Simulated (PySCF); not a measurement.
Nitrosyl chloride, ClNO.
Atom-mapped SMILES: `[O:1]=[N:2][Cl:3]`

Computed with core-valence-separated Tamm–Dancoff BHandHLYP/aug-pcX-1 (def2-SVPD on Cl) in PySCF, non-relativistic, gas phase, PBE0-D3(BJ)/def2-SVP geometry.

Computed nitrogen K-edge spectrum, Gaussian lines of 0.6 eV full width, highest printed point 100; it ends one width below the last computed root. Absolute energies from this functional tend to lie a few eV below measured edges; no shift was applied.

```tsv
photon energy (eV)	absorption
397.0	4
397.2	23
397.4	65
397.6	100
397.8	83
398.0	38
398.2	9
398.4	1
398.6	0
398.8	0
399.0	1
399.2	8
399.4	34
399.6	78
399.8	98
400.0	66
400.2	24
400.4	5
400.6	1
400.8	0
401.0	0
401.2	0
401.4	0
401.6	0
401.8	0
402.0	0
402.2	0
402.4	0
402.6	0
402.8	0
403.0	0
403.2	0
403.4	0
403.6	0
403.8	0
404.0	0
404.2	0
404.4	0
404.6	0
404.8	0
405.0	0
405.2	0
405.4	0
405.6	0
405.8	0
406.0	0
406.2	0
406.4	0
406.6	0
406.8	0
407.0	0
407.2	1
407.4	4
407.6	8
407.8	8
408.0	5
408.2	1
408.4	0
408.6	1
408.8	4
409.0	6
409.2	5
409.4	3
409.6	1
409.8	0
410.0	0
410.2	0
```

Question: Where are the maxima, and which lines make them up?

Answer: 4 maxima:
- 397.6 eV: N2 (nitrogen bonded to Cl and O), 397.64 eV, f = 0.087, 1s→π*, 100 % of the height at the exact maximum
- 399.8 eV: N2 (nitrogen bonded to Cl and O), 399.77 eV, f = 0.084, 100 % of the height at the exact maximum
- 407.7 eV: N2 (nitrogen bonded to Cl and O), 407.72 eV, f = 0.007, 100 % of the height at the exact maximum
- 409.1 eV: N2 (nitrogen bonded to Cl and O), 409.07 eV, f = 0.003, 65 % of the height at the exact maximum; N2 (nitrogen bonded to Cl and O), 409.01 eV, f = 0.002, 34 % of the height at the exact maximum

Roots within 0.03 eV on the same or equivalent atoms count as one line; shares under 12 % aren't listed.

Vibrational structure and lifetime widths aren't in the curve. The ionisation threshold wasn't computed; near and above it a finite basis only mimics Rydberg series and continuum.
